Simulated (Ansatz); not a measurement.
Ansatz (a first-principles code) job for acetic acid cation (C2H4O2), SMILES CC(=O)O (connectivity only; charge and spin as stated), charge +1, multiplicity 2, PBE/def2-SVPD. Geometry optimised at B3LYP-D3(BJ)/def2-SVP. The multiplicity is an assumed one; other spin states were not compared. The values are those of a single conformer.

Ansatz 0.2 input:
```yaml
crystal:
  periodic: [false, false, false]
  atoms:
    - {symbol: C, position_ang: [0.31792152, 1.35609526, -0.00000000]}
    - {symbol: C, position_ang: [-0.05426167, -0.09048785, 0.00000000]}
    - {symbol: O, position_ang: [0.85453018, -0.99625209, 0.00000000]}
    - {symbol: O, position_ang: [-1.27880341, -0.34530986, -0.00000000]}
    - {symbol: H, position_ang: [-0.56131868, 2.01691146, 0.00000001]}
    - {symbol: H, position_ang: [0.92266402, 1.52264324, 0.91102103]}
    - {symbol: H, position_ang: [0.92266402, 1.52264325, -0.91102103]}
    - {symbol: H, position_ang: [0.52821735, -1.92334678, -0.00000001]}
basis:
  gaussian:
    orbitals: def2-SVPD
hamiltonian:
  xc: {name: PBE}
total_charge: 1
magnetization: {spin_polarized: true, initial_magnetization: 1}
```

It prints:

```
WARN ansatz: RAYON_NUM_THREADS=1 ignored (pool sized by the plan → 1); use --threads N
Functional definition: PBE
integrals: 0.04 GiB planned
964 factors; their error is unknown
mean field: 0.41 GiB planned
mean field evaluation 1: about -6200.3428 eV, gradient 5.6e1 eV
mean field evaluation 2: about -6177.1110 eV, gradient 9.2e1 eV
mean field evaluation 4: about -6211.8860 eV, gradient 1.1e1 eV
mean field evaluation 8: about -6212.4385 eV, gradient 1.2e-1 eV
mean field evaluation 16: about -6212.3765 eV, gradient 2.2e-4 eV
mean field evaluation 32: about -6212.1627 eV, gradient 5.6e0 eV
mean field -6212.37650766 eV, -228.3006257565 hartree, gradient 3.3e-5 eV, S^2 0.753044; 3 other end points of the search recorded, 0 dependent functions left out
reference -6212.37655377 eV, -228.3006274509 hartree; 16, 15 occupied and 102, 103 virtual orbitals, 964 factors
Total energy: -6212.37655377 eV, -228.3006274509 hartree
```

Self-consistency was reached.
